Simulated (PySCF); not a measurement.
Basis and Hamiltonian dependence of the ionisation energy of Mg

Mg [Ne] 3s2 (1S) → Mg⁺ [Ne] 3s1 (2S). All values are computed (PySCF 2.14, energy differences of UHF-based or UKS calculations, no spin-orbit coupling). Values in eV.

```json
{"basis": "x2c-SVPall", "Hamiltonian": "spin-free X2C", "functions": "18", "UHF": "6.597", "LDA": "n/a", "PBE0": "7.568", "MP2 (valence)": "7.144", "CCSD(T) (valence)": "7.465", "CCSD(T) (valence and next inner shell)": "n/a"}
{"basis": "Sapporo-DZP-2012", "Hamiltonian": "spin-free X2C", "functions": "22", "UHF": "6.618", "LDA": "n/a", "PBE0": "7.560", "MP2 (valence)": "7.099", "CCSD(T) (valence)": "7.472", "CCSD(T) (valence and next inner shell)": "n/a"}
{"basis": "aug-cc-pVDZ-DK", "Hamiltonian": "spin-free X2C", "functions": "27", "UHF": "6.634", "LDA": "7.763", "PBE0": "7.588", "MP2 (valence)": "7.223", "CCSD(T) (valence)": "7.529", "CCSD(T) (valence and next inner shell)": "n/a"}
{"basis": "aug-cc-pVDZ", "Hamiltonian": "non-relativistic", "functions": "27", "UHF": "6.624", "LDA": "7.752", "PBE0": "7.577", "MP2 (valence)": "7.214", "CCSD(T) (valence)": "7.520", "CCSD(T) (valence and next inner shell)": "n/a"}
{"basis": "cc-pVTZ", "Hamiltonian": "non-relativistic", "functions": "34", "UHF": "6.607", "LDA": "7.722", "PBE0": "n/a", "MP2 (valence)": "7.248", "CCSD(T) (valence)": "7.525", "CCSD(T) (valence and next inner shell)": "n/a"}
{"basis": "aug-cc-pCVDZ", "Hamiltonian": "non-relativistic", "functions": "36", "UHF": "6.619", "LDA": "7.741", "PBE0": "7.565", "MP2 (valence)": "7.211", "CCSD(T) (valence)": "7.518", "CCSD(T) (valence and next inner shell)": "7.546"}
{"basis": "def2-QZVPPD", "Hamiltonian": "non-relativistic", "functions": "63", "UHF": "6.606", "LDA": "7.719", "PBE0": "7.542", "MP2 (valence)": "7.248", "CCSD(T) (valence)": "7.525", "CCSD(T) (valence and next inner shell)": "7.610"}
{"basis": "aug-cc-pVTZ with one added diffuse shell each of s, p, d, f type", "Hamiltonian": "non-relativistic", "functions": "66", "UHF": "6.607", "LDA": "7.722", "PBE0": "7.542", "MP2 (valence)": "7.253", "CCSD(T) (valence)": "7.526", "CCSD(T) (valence and next inner shell)": "n/a"}
{"basis": "x2c-QZVPPall", "Hamiltonian": "spin-free X2C", "functions": "66", "UHF": "6.615", "LDA": "7.733", "PBE0": "7.551", "MP2 (valence)": "7.258", "CCSD(T) (valence)": "7.535", "CCSD(T) (valence and next inner shell)": "7.618"}
{"basis": "dyall-av3z", "Hamiltonian": "non-relativistic", "functions": "117", "UHF": "6.605", "LDA": "7.721", "PBE0": "7.542", "MP2 (valence)": "7.261", "CCSD(T) (valence)": "7.529", "CCSD(T) (valence and next inner shell)": "n/a"}
{"basis": "dyall-acv3z", "Hamiltonian": "spin-free X2C", "functions": "122", "UHF": "6.615", "LDA": "7.732", "PBE0": "7.552", "MP2 (valence)": "7.270", "CCSD(T) (valence)": "7.537", "CCSD(T) (valence and next inner shell)": "n/a"}
{"basis": "dyall-acv3z", "Hamiltonian": "non-relativistic", "functions": "122", "UHF": "6.605", "LDA": "7.721", "PBE0": "7.542", "MP2 (valence)": "7.261", "CCSD(T) (valence)": "7.529", "CCSD(T) (valence and next inner shell)": "n/a"}
{"basis": "aug-cc-pCVQZ-DK", "Hamiltonian": "spin-free X2C", "functions": "134", "UHF": "6.615", "LDA": "7.732", "PBE0": "7.551", "MP2 (valence)": "7.282", "CCSD(T) (valence)": "n/a", "CCSD(T) (valence and next inner shell)": "n/a"}
```

Estimate the row for x2c-TZVPall (spin-free X2C, 32 functions).

From the rows with the same Hamiltonian and similar size; the calculation gives UHF 6.62; LDA 7.75; PBE0 7.57; MP2 (valence) 7.21; CCSD(T) (valence) 7.51 (eV).

Frozen in the all-electron rows: valence: [Ne]; valence and next inner shell: 1s2.

Reference for a calculation without spin-orbit coupling: 7.646 eV (measured, between term centres; NIST).
